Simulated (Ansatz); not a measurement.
This geometry of BClH2 + ClH (6 atoms, charge 0, multiplicity 1) is a first-order saddle point.

Method: RKS PBE-D4/def2-SVP (Ansatz 0.2.0).

```xyz
6
Properties=species:S:1:pos:R:3
B -0.093 -0.184 0.084
H -0.106 0.236 1.308
H 0.990 -0.013 -0.419
Cl -1.602 0.195 -0.756
Cl -0.045 -2.241 0.731
H -0.119 -0.892 1.408
```

Question: Which two structures does it join? (They come from a converged band through this point; their orientation in space is the band's.)

Answer: Bonds broken: B1–H2, Cl5–H6. Bonds formed: B1–Cl5, H2–H6. BClH2 + ClH becomes BCl2H + H2.

Image 0:

```xyz
6
Properties=species:S:1:pos:R:3
B 0.010 0.262 -0.070
H 0.112 0.714 1.051
H 0.961 0.013 -0.777
Cl -1.594 0.253 -0.802
Cl 0.189 -2.227 1.006
H -0.652 -1.915 1.946
```

Image 8:

```xyz
6
Properties=species:S:1:pos:R:3
B 0.010 -0.644 -0.608
H -0.443 0.319 2.353
H 1.043 -0.020 -0.557
Cl -1.479 0.177 -1.020
Cl 0.018 -2.362 -0.280
H -0.124 -0.370 2.467
```

Question: How far does it lie above each of them?

Answer: 0.31 eV above the first and 1.09 eV above the second. This is the barrier of this one path; another mechanism may lie lower. The orbitals stay closed-shell, which can raise the energy where a bond breaks towards radicals; this wasn't checked here.

Time of the run: 120 s on 1 thread of Arm Neoverse V2, with other jobs on the host, peak memory 0.11 GiB.
